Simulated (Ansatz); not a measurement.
Q: Name a neutral molecule of B, N and H with LUMO energy (B3LYP/def2-TZVPP) between 0.60 and 0.90 eV and ideal-gas entropy at 298 K and 1 bar (rigid rotor, harmonic PBE0-D4/def2-TZVP) between 256 and 272 J/(mol·K) (Ansatz, PBE0-D4/def2-TZVP geometry).

A: `NBN` (0.73 eV, 262 J/(mol·K)). Other molecules can fit too; these were computed, each in one conformer that needn't be the lowest.

B3LYP here is the variant with VWN-RPA as its local correlation; programs differ in this.
